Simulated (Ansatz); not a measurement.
Input file for C$_{3}$H$_{6}$F$_{2}$O (`CCOC(F)F`):

```yaml
crystal:
  periodic: [false, false, false]
  atoms:
    - {symbol: C, position_ang: [-1.548533, -0.838655, -0.359239]}
    - {symbol: C, position_ang: [-0.078792, -0.554517, -0.208132]}
    - {symbol: O, position_ang: [0.064002, 0.737943, 0.376098]}
    - {symbol: C, position_ang: [1.336848, 1.175424, 0.447485]}
    - {symbol: F, position_ang: [1.304788, 2.456453, 0.831234]}
    - {symbol: F, position_ang: [2.041624, 0.489139, 1.388273]}
    - {symbol: H, position_ang: [-2.044442, -0.820050, 0.612523]}
    - {symbol: H, position_ang: [-1.692555, -1.826360, -0.801543]}
    - {symbol: H, position_ang: [-2.022880, -0.096724, -1.003673]}
    - {symbol: H, position_ang: [0.426900, -0.566946, -1.183042]}
    - {symbol: H, position_ang: [0.403226, -1.298788, 0.433611]}
    - {symbol: H, position_ang: [1.886813, 1.087782, -0.499496]}
basis:
  gaussian: {orbitals: def2-SVP}
correlation: {method: ccsd_t}
```

```sh
$ ansatz run in.yaml --threads 4 --pin off --events-out ev --progress --plain
```

Log, shortened:

```
Functional definition: HF
1135 factors; integrals over basis functions are off by at most 1.4e-3 eV
mean field evaluation 1: about -10623.1002 eV, gradient 4.2e1 eV
mean field evaluation 2: about -10623.2566 eV, gradient 4.2e1 eV
mean field evaluation 4: about -10627.0212 eV, gradient 3.8e0 eV
mean field evaluation 8: about -10627.0697 eV, gradient 2.0e-1 eV
mean field -10627.06984066 eV, -390.5376133577 hartree, gradient 1.6e-6 eV, S^2 0.000000; 0 other end points of the search recorded, 0 dependent functions left out
6 core orbitals not correlated: weight in the atoms' cores, before any rotation towards them, 1.000 or more for the frozen orbitals, at most 0.000 for the correlated occupied ones
reference -10627.06984066 eV, -390.5376133577 hartree; 19, 19 occupied and 89, 89 virtual orbitals, 1135 factors
second order -26.29391878 eV of doubles, -0.00000000 eV of singles
cycle   1  -26.80448891 eV  change   -5.1e-1 eV  update   1.0e-1
cycle   2  -27.39013182 eV  change   -5.9e-1 eV  update   2.8e-2
cycle   3  -27.53204620 eV  change   -1.4e-1 eV  update   1.4e-2
cycle   4  -27.52722232 eV  change    4.8e-3 eV  update   2.7e-3
cycle   5  -27.52689694 eV  change    3.3e-4 eV  update   1.1e-3
cycle   6  -27.52727957 eV  change   -3.8e-4 eV  update   3.2e-4
cycle   7  -27.52708358 eV  change    2.0e-4 eV  update   1.1e-4
cycle   8  -27.52700812 eV  change    7.5e-5 eV  update   3.4e-5
cycle   9  -27.52701405 eV  change   -5.9e-6 eV  update   1.1e-5
perturbative correction -0.63713988 eV, -0.0234144588 hartree
Total energy: -10655.23399459 eV, -391.5726269243 hartree
```

Hardware: 4 threads of a server CPU on a shared host. Wall time 12 s, peak host memory 0.7 GiB.

Correlation energy per correlated electron: -0.741 eV. T1 diagnostic: 0.0104.
